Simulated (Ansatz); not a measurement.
**HNO (nitroxyl): levels of theory compared**

Wanted: a comparison of 6 runs (CAM-B3LYP/STO-3G, HSE06/STO-3G, PBE/STO-3G, UPBE/STO-3G, RPA@PBE/STO-3G, UMP2/STO-3G) of HNO (nitroxyl). 

Program for the calculation: Ansatz 0.2.0.

50 further runs of the same task are left out: 1 that didn't finish, 49 set aside as unsound or not needed.

### Step 1. The system as given

HNO has 3 atoms, charge 0, and is taken as a singlet. As SMILES, `N=O`. The H3–N1 distance was set to 2.127 Å, away from the relaxed value. At this shape a bond of the SMILES string is far longer than usual.

Bond lengths: N1–O2 1.190 Å.

### Step 2. A single-point energy at CAM-B3LYP/STO-3G (run 1)

Input file job.yaml:

```yaml
crystal:
  periodic: [false, false, false]
  atoms:
    - {symbol: "N", position_ang: [-0.095803, 1.335542, 0.105026]}
    - {symbol: O, position_ang: [0.943197, 1.419952, 0.678686]}
    - {symbol: H, position_ang: [-0.471600, -0.709980, -0.339350]}
basis:
  gaussian:
    orbitals: STO-3G
hamiltonian:
  xc: {name: CAM-B3LYP}
accuracy: high
```

Started as:

```bash
$ ansatz run job.yaml --threads 1 --pin off --max-ram 3480MiB --events-out events.jsonl --progress --plain --runs-dir runs
```

Log:

```text
Warning: RAYON_NUM_THREADS=1 ignored (pool sized by the plan → 1); use --threads N
Functional definition: CAM-B3LYP
  name "CAM-B3LYP"
  parameter alpha = 0.19
  parameter beta = 0.46
  parameter omega = 0.33/bohr
  parameter ac = 0.81
  exchange = (1 - alpha - beta)*b88_x + beta*b88_x_sr(omega) + alpha*exact_x + beta*exact_x_lr(omega)
  correlation = (1 - ac)*vwn5_c + ac*lyp_c
167 factors; integrals over basis functions are off by at most 3.1e-8 eV
100 factors; integrals over basis functions are off by at most 5.0e-10 eV
mean field evaluation 1: about -3490.5368 eV, gradient 2.1e1 eV
mean field evaluation 2: about -3486.3210 eV, gradient 2.0e1 eV
mean field evaluation 4: about -3495.6593 eV, gradient 1.2e1 eV
mean field evaluation 8: about -3496.6581 eV, gradient 5.8e-2 eV
mean field evaluation 16: about -3496.6210 eV, gradient 3.6e-4 eV
mean field -3496.62102581 eV, -128.4984526038 hartree, gradient 3.3e-8 eV, S^2 0.000000; 0 other end points of the search recorded, 0 dependent functions left out
reference -3496.62103512 eV, -128.4984529457 hartree; 8, 8 occupied and 3, 3 virtual orbitals, 167 factors
Total energy: -3496.62103512 eV, -128.4984529457 hartree
```

It took 0.42 s on 1 thread of AMD EPYC 7R43 (Zen 3), shared host.

### Step 3. The energy at HSE06/STO-3G (run 2)

Input file input.yaml:

```yaml
crystal:
  periodic: [false, false, false]
  atoms:
    - symbol: N
      position_ang: [-0.095803, 1.335542, 0.105026]
    - symbol: O
      position_ang: [0.943197, 1.419952, 0.678686]
    - symbol: H
      position_ang: [-0.471600, -0.709980, -0.339350]
basis:
  gaussian:
    orbitals: STO-3G
hamiltonian:
  xc: {name: HSE06}
accuracy: high
```

Started as:

```bash
$ ansatz run input.yaml --threads 1 --pin off --max-ram 3480MiB --events-out events.jsonl --progress --plain --runs-dir runs
```

Log:

```text
Warning: RAYON_NUM_THREADS=1 ignored (pool sized by the plan → 1); use --threads N
Functional definition: HSE06
  name "HSE06"
  parameter a = 0.25
  parameter omega = 0.11/bohr
  exchange = pbe_x - a*pbe_x_sr(omega) + a*exact_x_sr(omega)
  correlation = pbe_c
167 factors; integrals over basis functions are off by at most 3.1e-8 eV
37 factors; integrals over basis functions are off by at most 3.3e-10 eV
mean field evaluation 1: about -3488.3731 eV, gradient 2.3e1 eV
mean field evaluation 2: about -3480.0302 eV, gradient 2.5e1 eV
mean field evaluation 4: about -3488.3897 eV, gradient 2.3e1 eV
mean field evaluation 8: about -3492.9154 eV, gradient 2.3e1 eV
mean field evaluation 16: about -3495.1939 eV, gradient 1.0e-8 eV
mean field -3495.19385738 eV, -128.4460051314 hartree, gradient 1.7e-8 eV, S^2 0.000000; 0 other end points of the search recorded, 0 dependent functions left out
reference -3495.19385852 eV, -128.4460051732 hartree; 8, 8 occupied and 3, 3 virtual orbitals, 167 factors
Total energy: -3495.19385852 eV, -128.4460051732 hartree
```

Run time: 0.67 s. Hardware: 1 thread of AMD EPYC 7R43 (Zen 3), shared host.

### Step 4. The energy at PBE/STO-3G (run 3)

Input file in.yaml:

```yaml
crystal:
  periodic: [false, false, false]
  atoms:
    - {symbol: N, position_ang: [-0.095803, 1.335542, 0.105026]}
    - {symbol: O, position_ang: [0.943197, 1.419952, 0.678686]}
    - {symbol: H, position_ang: [-0.471600, -0.709980, -0.339350]}
basis:
  gaussian: {orbitals: STO-3G}
hamiltonian: {xc: pbe}
accuracy: high
```

Started as:

```bash
$ ansatz run in.yaml --threads 1 --pin off --max-ram 3480MiB --events-out events.jsonl --progress --plain --runs-dir runs
```

Log:

```text
Warning: RAYON_NUM_THREADS=1 ignored (pool sized by the plan → 1); use --threads N
Functional definition: PBE
  name "PBE"
  parameter kappa = 0.804
  parameter beta = 0.06672455060314922
  exchange = pbe_x(kappa = kappa, mu = beta*pi^2/3)
  correlation = pbe_c(beta = beta)
167 factors; integrals over basis functions are off by at most 3.1e-8 eV
mean field evaluation 1: about -3487.4720 eV, gradient 3.0e1 eV
mean field evaluation 2: about -3474.5719 eV, gradient 4.6e1 eV
mean field evaluation 4: about -3487.9008 eV, gradient 2.0e1 eV
mean field evaluation 8: about -3493.5914 eV, gradient 1.9e1 eV
mean field evaluation 16: about -3495.9300 eV, gradient 1.4e-4 eV
mean field -3495.93003241 eV, -128.4730590646 hartree, gradient 1.0e-8 eV, S^2 0.000000; 0 other end points of the search recorded, 0 dependent functions left out
reference -3495.93003355 eV, -128.4730591064 hartree; 8, 8 occupied and 3, 3 virtual orbitals, 167 factors
Total energy: -3495.93003355 eV, -128.4730591064 hartree
```

Wall time 0.46 s (1 thread of AMD EPYC 7R43 (Zen 3), shared host).

Runs 4 to 5 aren't shown in full; the table further down has their settings and results.

### Step 5. A single-point energy at UMP2/STO-3G (run 6)

Input file run.yaml:

```yaml
crystal:
  periodic: [false, false, false]
  atoms:
    - symbol: N
      position_ang: [-0.095803, 1.335542, 0.105026]
    - symbol: O
      position_ang: [0.943197, 1.419952, 0.678686]
    - symbol: H
      position_ang: [-0.471600, -0.709980, -0.339350]
basis:
  gaussian:
    orbitals: STO-3G
magnetization:
  spin_polarized: true
  initial_magnetization: 0
correlation:
  method: mp2
  frozen_orbitals: {H: 0, "N": 1, O: 1}
accuracy: high
```

Started as:

```bash
$ ansatz run run.yaml --threads 1 --pin off --max-ram 3480MiB --events-out events.jsonl --progress --plain --runs-dir runs
```

Log, shortened:

```text
Warning: RAYON_NUM_THREADS=1 ignored (pool sized by the plan → 1); use --threads N
Functional definition: HF
  name "HF"
[...]
167 factors; integrals over basis functions are off by at most 3.1e-8 eV
[...]
mean field -3483.25212639 eV, -128.0071546119 hartree, gradient 9.7e-9 eV, S^2 1.336487; 16 other end points of the search recorded, 0 dependent functions left out
2 core orbitals not correlated: weight in the atoms' cores, before any rotation towards them, 1.000 or more for the frozen orbitals, at most 0.000 for the correlated occupied ones
reference -3483.25212639 eV, -128.0071546119 hartree; 6, 6 occupied and 3, 3 virtual orbitals, 167 factors
second order -2.09156303 eV of doubles, -0.00000000 eV of singles
Total energy: -3485.34368942 eV, -128.0840181354 hartree
```

Run time: 0.3 s. Hardware: 1 thread of AMD EPYC 7R43 (Zen 3), shared host.

### Step 6. Overview of the runs

```csv
run,level,frozen core orbitals,energy (Eh),wall time
1,CAM-B3LYP/STO-3G,–,-128.498453,0.42 s
2,HSE06/STO-3G,–,-128.446005,0.67 s
3,PBE/STO-3G,–,-128.473059,0.46 s
4,UPBE/STO-3G,–,-128.484380,2.2 s
5,RPA@PBE/STO-3G,2,-128.186581,0.6 s
6,UMP2/STO-3G,2,-128.084018,0.3 s
```

### Step 7. Results

| quantity | value |
| --- | --- |
| run 6: total energy | -128.08402 Eh |
| run 6: correlation energy (2 core orbitals frozen) | -76.9 mEh |
| run 6: ⟨S²⟩ of the reference determinant | 1.336 |

What this shows: Totals of different functionals can't be ranked against each other. In run 5 the log says that unrestricted orbitals would lower the reference, so the values rest on an unstable closed-shell determinant (other closed-shell runs at this shape may share the fault). In runs 1, 2, 3, 4, 5, 6 the basis is minimal, so the values are rough. In runs 1, 2, 3, 5 a closed-shell determinant meets a far-stretched bond, which it describes badly. Spin contamination of the reference: run 6 ⟨S²⟩ = 1.34, run 4 ⟨S²⟩ = 0.70. Where it is this large, the reference is a mixture of spin states, and values that rest on it are in doubt. All runs together took 4.7 s, the longest 2.2 s.
